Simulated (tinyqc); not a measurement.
Inside a calculation. Method: extended Hueckel theory, for BH3-. The parameters take no account of the charge, which enters only through the electron count, and nothing here shows that the anion is bound. Computed by tinyqc, a small Python program that keeps every step (integrals from PySCF). Settings: charge = -1, K = 1.5, weighted = 1, multiplicity = 2. Command: `OMP_NUM_THREADS=1 python tinyqc.py 21854 21855 out.jsonl` (the two numbers bound the seeds that draw the settings). One thread of a shared host (Intel(R) Xeon(R) Processor @ 2.60GHz), about 0.01 s of CPU time with the checks.

## Overlaps

Geometry (angstrom):
```
atom          x          y         z
B      0.000000   0.000000  0.040000
H      1.208000   0.000000  0.000000
H     -0.604000   1.046000  0.000000
H     -0.604000  -1.046000  0.000000
```

Parameters chosen for this run:
```
element  shell  Slater exponent   H_ii (eV)
H           1s         1.300000  -13.600000
B           2s         1.300000  -15.200000
B           2p         1.300000   -8.500000
```

Slater orbitals, each expanded in six Gaussians scaled to its exponent.

overlap S, order 1B 2s, 1B 2px, 1B 2py, 1B 2pz, 2H 1s, 3H 1s, 4H 1s:
$$\begin{pmatrix}
1.000000 & 0.000000 & 0.000000 & 0.000000 & 0.480039 & 0.480103 & 0.480103 \\
0.000000 & 1.000000 & 0.000000 & 0.000000 & 0.526273 & -0.263187 & -0.263187 \\
0.000000 & 0.000000 & 1.000000 & 0.000000 & 0.000000 & 0.455784 & -0.455784 \\
0.000000 & 0.000000 & 0.000000 & 1.000000 & -0.017426 & -0.017430 & -0.017430 \\
0.480039 & 0.526273 & 0.000000 & -0.017426 & 1.000000 & 0.087545 & 0.087545 \\
0.480103 & -0.263187 & 0.455784 & -0.017430 & 0.087545 & 1.000000 & 0.087581 \\
0.480103 & -0.263187 & -0.455784 & -0.017430 & 0.087545 & 0.087581 & 1.000000
\end{pmatrix}$$

## Wolfsberg-Helmholz matrix

diagonal H_ii (eV): 1B 2s -15.200000, 1B 2px -8.500000, 1B 2py -8.500000, 1B 2pz -8.500000, 2H 1s -13.600000, 3H 1s -13.600000, 4H 1s -13.600000

K = 1.500000

H_ij = K' S_ij (H_ii + H_jj)/2 for i != j (the diagonal keeps H_ii), with K' = K + D^2 + D^4 (1 - K), D = (H_ii - H_jj)/(H_ii + H_jj), K = 1.5.

H (eV), order 1B 2s, 1B 2px, 1B 2py, 1B 2pz, 2H 1s, 3H 1s, 4H 1s:
$$\begin{pmatrix}
-15.200000 & 0.000000 & 0.000000 & 0.000000 & -10.390155 & -10.391525 & -10.391525 \\
0.000000 & -8.500000 & 0.000000 & 0.000000 & -9.024426 & 4.513079 & 4.513079 \\
0.000000 & 0.000000 & -8.500000 & 0.000000 & 0.000000 & -7.815696 & 7.815696 \\
0.000000 & 0.000000 & 0.000000 & -8.500000 & 0.298822 & 0.298879 & 0.298879 \\
-10.390155 & -9.024426 & 0.000000 & 0.298822 & -13.600000 & -1.785913 & -1.785913 \\
-10.391525 & 4.513079 & -7.815696 & 0.298879 & -1.785913 & -13.600000 & -1.786648 \\
-10.391525 & 4.513079 & 7.815696 & 0.298879 & -1.785913 & -1.786648 & -13.600000
\end{pmatrix}$$

## Orbitals

valence electrons = 7

Solve H C = S C e through S^(-1/2); fill by pairs from the bottom, a degenerate level sharing its electrons equally; each orbital has its largest coefficient positive (the first on a tie).

orbital energies (eV): [-17.839781, -13.863471, -13.863247, -8.506387, 3.157486, 3.158086, 7.353915]

occupations: [2.000000, 2.000000, 2.000000, 1.000000, 0.000000, 0.000000, 0.000000]

coefficients, order 1B 2s, 1B 2px, 1B 2py, 1B 2pz, 2H 1s, 3H 1s, 4H 1s:
$$\begin{pmatrix}
0.558514 & 0.000017 & 0.000000 & 0.039920 & 0.001267 & 0.000000 & 1.455576 \\
0.000003 & 0.314305 & 0.000000 & 0.000001 & 1.318058 & 0.000000 & -0.001365 \\
0.000000 & 0.000000 & 0.314331 & 0.000000 & 0.000000 & 1.318055 & 0.000000 \\
0.001042 & 0.000000 & 0.000000 & 0.998925 & -0.000058 & 0.000000 & -0.063517 \\
0.269041 & 0.650187 & 0.000000 & -0.014123 & -0.959211 & 0.000000 & -0.785028 \\
0.269077 & -0.325054 & 0.563054 & -0.014121 & 0.478565 & -0.830137 & -0.786555 \\
0.269077 & -0.325054 & -0.563054 & -0.014121 & 0.478565 & 0.830137 & -0.786555
\end{pmatrix}$$

sum of one-electron energies = -99.639386 eV

Within a degenerate level the vectors are fixed only up to a rotation; this is one choice.

## Mulliken analysis

P = C n C^T; charge = valence electrons (H 1, B 3) minus the sum of (P S)_ii on the atom; overlap population = 2 sum P_ij S_ij between two atoms.

charges: 1B -0.096591, 2H -0.301166, 3H -0.301122, 4H -0.301122

Overlap populations:
```
pair      value
2-1    0.718673
3-1    0.718748
3-2   -0.048624
4-1    0.718748
4-2   -0.048624
4-3   -0.048649
```
